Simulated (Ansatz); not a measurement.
Computed with frozen-core CCSD(T)/def2-TZVPP (Ansatz, a program for electronic structure).

Ansatz 0.2 input:
```yaml
crystal:
  periodic: [false, false, false]
  atoms:
    - { symbol: Cl, position_ang: [0.0, 0.0, 0.0] }
basis:
  gaussian: { orbitals: def2-TZVPP }
correlation:
  method: ccsd_t
magnetization:
  spin_polarized: true
  initial_magnetization: 1
```

Output:

```
Functional definition: HF
244 factors; integrals over basis functions are off by at most 1.6e-4 eV
mean field evaluation 1: about -12502.7790 eV, gradient 6.0e0 eV
mean field evaluation 2: about -12502.7816 eV, gradient 6.0e0 eV
mean field evaluation 4: about -12502.9975 eV, gradient 5.8e-1 eV
mean field evaluation 8: about -12503.0021 eV, gradient 4.9e-3 eV
mean field evaluation 16: about -12502.9992 eV, gradient 6.3e-1 eV
mean field evaluation 32: about -12503.0021 eV, gradient 3.1e-3 eV
mean field evaluation 64: about -12503.0021 eV, gradient 4.8e-3 eV
mean field -12503.00210165 eV, -459.4768523965 hartree, gradient 5.7e-6 eV, S^2 0.759733; 4 other end points of the search recorded, 0 dependent functions left out
5 core orbitals not correlated
reference -12503.00210165 eV, -459.4768523965 hartree; 4, 3 occupied and 33, 34 virtual orbitals, 244 factors
second order -4.31166794 eV of doubles, -0.00000000 eV of singles
cycle   1  -4.80487652 eV  change   -4.9e-1 eV  update   4.0e-2
cycle   2  -4.94678905 eV  change   -1.4e-1 eV  update   1.3e-2
cycle   3  -4.95363062 eV  change   -6.8e-3 eV  update   2.8e-3
cycle   4  -4.95329832 eV  change    3.3e-4 eV  update   4.1e-4
cycle   5  -4.95323118 eV  change    6.7e-5 eV  update   9.9e-5
cycle   6  -4.95325428 eV  change   -2.3e-5 eV  update   2.7e-5
cycle   7  -4.95325691 eV  change   -2.6e-6 eV  update   6.5e-6
perturbative correction -0.15683541 eV, -0.0057635950 hartree
Total energy: -12508.11219398 eV, -459.6646448256 hartree
```

Cost: roughly 1.2 core-seconds.
